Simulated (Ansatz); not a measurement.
# H₂MgOS: a ladder of functionals and wavefunction methods

An exercise on one series of results from a longer session: the logs are not shown, and one member is left open.

The runs use Ansatz 0.2.0, Gaussian basis; functionals in def2-TZVPP, the program's frozen cores in correlated methods.

The runs, in order: LDA (SPW92), PBE-D4, revPBE-D4, BLYP-D4, r2SCAN-D4, B97M-V, PBE0-D4, B3LYP-D4, r2SCANh-D4, r2SCAN0-D4, HSE06-D4, BHLYP-D4, CAM-B3LYP-D4, LC-ωPBE, ωB97X-V, ωB97M-V, B2PLYP, PBE-QIDH; CCSD(T)/def2-SVP; CCSD(T)/def2-TZVPP; MP2/def2-QZVPP; extrapolation to the limit; RPA on PBE.

### The relaxed structure

The geometry comes from an earlier relaxation with PBE0-D4 in a triple-zeta def2 set; it is a stationary point.

SMILES `[OH][Mg][SH]`, 5 atoms, charge 0, spin multiplicity 1.

Atoms are counted from 1 here; the program's logs count them from 0.

Bond lengths: O1–Mg2 1.757 Å, O1–H4 0.947 Å, Mg2–S3 2.284 Å, S3–H5 1.345 Å. Angles: Mg2–O1–H4 164.9°, O1–Mg2–S3 178.2°, Mg2–S3–H5 92.7°.

The first run:

File in.yaml:

```yaml
crystal:
  periodic: [false, false, false]
  atoms:
    - {symbol: O, position_ang: [-1.217047, -1.288849, 0.406924]}
    - {symbol: Mg, position_ang: [-0.201283, 0.031558, -0.150630]}
    - {symbol: S, position_ang: [1.077446, 1.793727, -0.840828]}
    - {symbol: H, position_ang: [-1.667382, -2.115482, 0.509926]}
    - {symbol: H, position_ang: [2.058165, 1.505346, 0.033209]}
basis:
  gaussian: {orbitals: def2-TZVPP}
hamiltonian: {xc: lda}
output: {orbitals: {seedname: orbitals}}
```

Among the steps run: LDA; PBE-D4 (GGA); revPBE-D4 (GGA); BLYP-D4 (GGA); r2SCAN-D4 (meta-GGA); B97M-V (meta-GGA); PBE0-D4 (hybrid); B3LYP-D4 (hybrid); r2SCANh-D4 (hybrid); r2SCAN0-D4 (hybrid); HSE06-D4 (hybrid); BHLYP-D4 (hybrid); CAM-B3LYP-D4 (range-separated); LC-ωPBE-D4 (range-separated; the results give it without D4); ωB97X-V (range-separated); ωB97M-V (range-separated); B2PLYP (double hybrid); PBE-QIDH (double hybrid).

One of the session's tables, all rows but one given; the rest of the session is left out.

It belongs to the step «Frontier levels by functional». 

```
  functional  HOMO (eV)  LUMO (eV)  gap (eV)
 LDA (SPW92)          ?          ?         ?
      PBE-D4      -5.95      -1.97      3.98
   revPBE-D4      -5.88      -1.84      4.04
     BLYP-D4      -5.78      -1.96      3.82
   r2SCAN-D4      -6.19      -1.49      4.70
      B97M-V      -6.22      -1.91      4.31
     PBE0-D4      -7.13      -1.25      5.88
    B3LYP-D4      -6.88      -1.55      5.33
  r2SCANh-D4      -6.63      -1.28      5.35
  r2SCAN0-D4      -7.29      -0.98      6.32
    HSE06-D4      -6.73      -1.61      5.12
    BHLYP-D4      -8.16      -0.69      7.47
CAM-B3LYP-D4      -8.44      -0.53      7.91
     LC-ωPBE      -9.83       0.60     10.43
     ωB97X-V      -9.47       0.43      9.89
     ωB97M-V      -9.32       0.07      9.39
```

**Question.** Estimate the row for LDA (SPW92).

As computed: HOMO (eV): -6.09; LUMO (eV): -2.18; gap (eV): 3.91. In the column «HOMO (eV)» it lies between r2SCAN-D4 (-6.19) and PBE-D4 (-5.95).
